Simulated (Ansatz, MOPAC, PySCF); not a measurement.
Rock-salt MgO, band gap

Reference value: 8.36 eV (measured, zero-point renormalisation of 0.53 eV added back here (the table's ZPR column); inputs from Chen et al. (2018), doi:10.1103/physrevmaterials.2.073803).

**Question.** What do AM1 semi-empirical Hartree-Fock (MOPAC), LDA, PBE, PBE-D3(BJ), rVV10, r²SCAN, HSE06, PBE0, r²SCAN0, Hartree–Fock, G0W0@Hartree–Fock, QSGW@PBE give, and how far is each from the reference?

**Answer.** 
```tsv
level (code)	value (eV)	cell (Å³/atom)	error (eV)
AM1 semi-empirical Hartree-Fock (MOPAC)	8.37	12.95	+0.01
LDA (Ansatz)	4.69 (direct)	9.31	-3.67
PBE (Ansatz)	4.78 (direct)	9.31	-3.58
PBE-D3(BJ) (Ansatz)	4.77	9.31	-3.59
rVV10 (Ansatz)	4.47	9.61	-3.89
r²SCAN (Ansatz)	5.67 (direct)	9.31	-2.69
HSE06 (Ansatz)	6.52 (direct)	9.31	-1.84
PBE0 (Ansatz)	7.26 (direct)	9.31	-1.10
r²SCAN0 (Ansatz)	7.86 (direct)	9.31	-0.50
Hartree–Fock (PySCF)	15.79 ± 0.1	9.31	+7.43
G0W0@Hartree–Fock (PySCF)	10.45 ± 0.1	9.31	+2.09
QSGW@PBE (PySCF)	9.05 ± 0.2	9.31	+0.69
```

Leaving aside AM1 semi-empirical Hartree-Fock (MOPAC) (doubt noted below): Once the reference is moved by up to 0.10 eV (a margin picked here for doubts on the reference and the settings) and values within 0.03 eV count as equal, the nearest can be r²SCAN0 (-0.50 eV) or QSGW@PBE (+0.69 eV). Among them Hartree–Fock (+7.43 eV) misses by most. No level tried lands within 0.3 eV.

Semilocal Kohn–Sham gaps run low as a rule, and all computed gaps are for a static lattice, while measured ones hold electron–phonon shifts unless said otherwise.  A ± on a computed value is a rough bar: the spread of its extrapolation, a floor set from checks against published values, or a statistical error. AM1 semi-empirical Hartree-Fock (MOPAC), PBE-D3(BJ), rVV10: the gap is read on the k mesh or supercell of the run alone and can be too large. AM1 semi-empirical Hartree-Fock (MOPAC): the cell moved over 20 % in volume from its start. AM1 semi-empirical Hartree-Fock (MOPAC): the method was fitted mainly to molecules. AM1 semi-empirical Hartree-Fock (MOPAC): gaps of these semi-empirical methods are Hartree–Fock-like level differences, and their formation enthalpies are fitted 298 K values. Values are at the measured cell; AM1 semi-empirical Hartree-Fock (MOPAC) at the level's own equilibrium cell; PBE-D3(BJ) at the level's own relaxed cell; rVV10 at the level's own relaxed cell. Cutoffs and k meshes differ between the levels. Ansatz's density-functional and Hartree–Fock values are scalar-relativistic unless marked +SOC, with PAW data made under PBE.

Differences are worked out from the printed values.

Ansatz is a first-principles code.
